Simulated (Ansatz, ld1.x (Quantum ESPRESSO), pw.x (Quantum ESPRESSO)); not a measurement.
## From atom to crystal: ultrasoft potential for oxygen

* Element: oxygen
* Generator: ld1.x (Quantum ESPRESSO) 7.5
* Type: ultrasoft
* Functional: LDA (PW92)
* Relativity: scalar-relativistic
* Frozen core: [He]
* Valence charge: 6
* Reference configuration: 2s2 2p4
* Partial waves: 2s (bound): rcut 0.90, rcutus 1.05 bohr; 2s channel at 1.55 Ry: rcut 0.90, rcutus 1.05 bohr; 2p (bound): rcut 1.05, rcutus 1.25 bohr; 2p channel at -0.1 Ry: rcut 1.05, rcutus 1.25 bohr
* Local potential: all-electron potential smoothed inside 1.00 bohr (lloc = -2)
* Core correction: Bessel-smoothed model core inside 0.70 bohr
* Augmentation charge: built from norm-conserving waves at rcut, not smoothed further

Atomic tests: cutoffs needed: 45 Ry and 80 Ry (the cutoffs (Ry, on a coarse ladder) from which the occupation-weighted sum of valence levels, in a spherical-Bessel basis at the reference potential, stays within 10 and 1 mRy of its value at 400 Ry); ghost test: no extra level below or beside the all-electron valence levels (s, p, d, f tested) (spherical-Bessel basis up to 400 Ry, 20 bohr box); largest excitation error: +177 meV (all-electron minus pseudo) for 2s2 2p1, out of 7 test configurations.

Crystal test: fcc O in pw.x 7.5, no spin, 18³ k-points, Fermi–Dirac smearing 0.01 Ry, cutoffs 100/800 Ry. The reference is all-electron LAPW (Ansatz 0.2.0) with the same functional, mesh and smearing; V0 and B0 come from Birch–Murnaghan fits to the pressures at five volumes. Errors are pseudo minus all-electron; Δ is the rms difference of the E(V) curves that follow from these fits, minima aligned, over ±6 % about the mean V0. Mesh and smearing are coarse, so the numbers serve the comparison and aren't converged zero-temperature values; the lattice is a test structure that the element need not adopt. Spin polarisation is left out.

| V (Å³/atom) | P all-electron (GPa) | P pseudo (GPa) |
| --- | --- | --- |
| 6.852 | 11.85 | 12.58 |
| 7.033 | 5.78 | 6.44 |
| 7.213 | 0.50 | 1.09 |
| 7.393 | -4.09 | -3.57 |
| 7.574 | -8.08 | -7.61 |

All-electron: a0 = 3.070 Å (V0 = 7.23 Å³/atom), B0 = 194.3 GPa.

Pseudopotential: mean pressure error (GPa): +0.59; a0 (Å): 3.073; a0 error (%): +0.10; B0 error (%): -0.0; Δ (meV/atom): 0.9.

Problem. At the middle volume, how do free energy and pressure move when the wave cutoff is lowered (ecutrho held at 800 Ry)?

Solution.

```json
{"cutoff (Ry)": "45", "shift of F (meV/atom)": "+75.4", "shift of P (GPa)": "-11.42"}
{"cutoff (Ry)": "60", "shift of F (meV/atom)": "+15.7", "shift of P (GPa)": "-0.10"}
{"cutoff (Ry)": "80", "shift of F (meV/atom)": "+4.9", "shift of P (GPa)": "-0.55"}
```

The 8 pw.x runs together took about 83 s on one core of a shared server CPU.
